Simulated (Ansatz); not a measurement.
# AlSiH2 (quartet): wave-function methods side by side at distance Si1–Al2 = 2.137 Å, cc-pVDZ

An exercise on one series of results from a longer session: the logs are not shown, and one member is left open.

Method: cc-pVDZ, core rule «outside noble gas», up to 10 orbitals frozen; program: Ansatz 0.2.0, Gaussian basis.

To be run: UHF; CCSD(T) on ROHF; CCSD(T) on UHF; BCCD(T) on ROHF; CISD; CCSDT(Q) on ROHF; CCSDT(Q) on UHF; CASSCF and MRCISD+Q, 5 electrons in 5 orbitals; CASSCF and NEVPT2, 5 electrons in 5 orbitals.

36 further runs of the same task are left out: 14 for a known fault of the program, 14 that didn't finish, 8 set aside as unsound or not needed.

## The geometry

The geometry derives from a PBE0/def2-TZVP stationary point (not a proven minimum). One bond is set to the value named and the two fragments are kept rigid.

4 atoms, charge 0, spin multiplicity 4.

Atoms are counted from 1 here; the program's logs count them from 0.

Bond lengths: Si1–Al2 2.137 Å, Al2–H3 1.583 Å, Al2–H4 1.583 Å. Angles: Si1–Al2–H3 117.4°, Si1–Al2–H4 117.4°, H3–Al2–H4 125.2°.

Geometry (Å):

```
atom   x (Å)    y (Å)    z (Å)
 Si1  0.0000   0.0000   1.1113
 Al2  0.0000   0.0000  -1.0257
  H3  0.0000   1.4055  -1.7543
  H4  0.0000  -1.4055  -1.7543
```

Set-up of the first run:

Input file in.yaml:

```yaml
crystal:
  periodic: [false, false, false]
  atoms:
    - {symbol: Si, position_ang: [0.000000, 0.000000, 1.111302]}
    - {symbol: Al, position_ang: [0.000000, 0.000000, -1.025698]}
    - {symbol: H, position_ang: [0.000000, 1.405470, -1.754348]}
    - {symbol: H, position_ang: [0.000000, -1.405470, -1.754348]}
basis:
  gaussian: {orbitals: cc-pVDZ}
magnetization: {spin_polarized: true, initial_magnetization: 3}
hamiltonian: {xc: hf}
output: {orbitals: {seedname: orbitals}}
```

Started as:

```
> ansatz run in.yaml --threads 1 --pin off --events-out ev --progress --plain --max-ram 2393MiB
```

Steps of the session up to this table: UHF; CCSD(T) on ROHF; CCSD(T) on UHF; BCCD(T) on ROHF; CISD; CCSDT(Q) on ROHF; CCSDT(Q) on UHF; CASSCF and MRCISD+Q, 5 electrons in 5 orbitals; CASSCF and NEVPT2, 5 electrons in 5 orbitals.

One of the session's tables, all rows but one given; the rest of the session is left out.

| method | from UCCSDT(Q) (kcal/mol) |
| --- | --- |
| ROHF | ? |
| UHF | +97.02 |
| RMP2 | +24.34 |
| UMP2 | +24.43 |
| CISD | +8.61 |
| RCCSD | +3.31 |
| UCCSD | +3.31 |
| RCCSD(T) | +0.83 |
| UCCSD(T) | +0.83 |
| BCCD(T) | +0.81 |
| RCCSDT | +0.14 |
| UCCSDT | +0.13 |
| RCCSDT(Q) | +0.01 |
| UCCSDT(Q) | 0 |
| CASSCF pair | +88.77 |
| NEVPT2 pair | +24.75 |
| MRCISD pair | +8.21 |
| MRCISD+Q pair | +0.21 |

Q: Estimate the row for ROHF from the others.

**Answer.** from UCCSDT(Q) (kcal/mol): +97.43. In the column «from UCCSDT(Q) (kcal/mol)» it is the highest.

To keep in mind: Restricted and unrestricted rows rest on different reference determinants; where their highest levels disagree by more than a few hundredths of an eV, they describe different states and don't form one ladder.
